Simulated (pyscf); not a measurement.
# Routes from H₃Ge–O–GeH₃ + H₂O

Candidate steps break at most two bonds and form at most two. Each was searched with GFN2-xTB (tblite) first. Structures and frequencies: ωB97X-D3(BJ)/def2-SVP in PySCF. Energies: ωB97M-D3(BJ)/def2-TZVP, eV, from the separated reactants, singlet surface; ΔG‡ with ideal gas, 1 atm, RRHO with modes under 100 cm⁻¹ raised to 100, one conformer, R ln 2 for chiral ones without a mode under 150 cm⁻¹.

```csv
products,type,ΔE‡,ΔE,ΔG‡ 298 K,ΔG‡ 900 K,ν‡ (cm⁻¹)
HO–GeH₃ + HO–GeH₃,four-centre exchange,0.98,+0.09,1.39,2.31,683i
HO–GeH₂–O–GeH₃ + H₂,four-centre exchange,1.83,-0.28,2.20,3.13,1465i
```

Row 1: On the reactant side the descent ends in a complex (not fully relaxed), 0.26 eV under the separated species and 1.26 eV under the saddle at ωB97X-D3(BJ)/def2-TZVP. On the product side the descent ends in a complex, 0.31 eV under the separated species and 1.15 eV under the saddle at ωB97X-D3(BJ)/def2-TZVP. 

Plain bond fissions and candidates not yet searched are not listed, and one of them may be faster. Each barrier is that of the saddle found; lower ones may exist. Elements up to Kr have no core potential and no relativistic terms here.
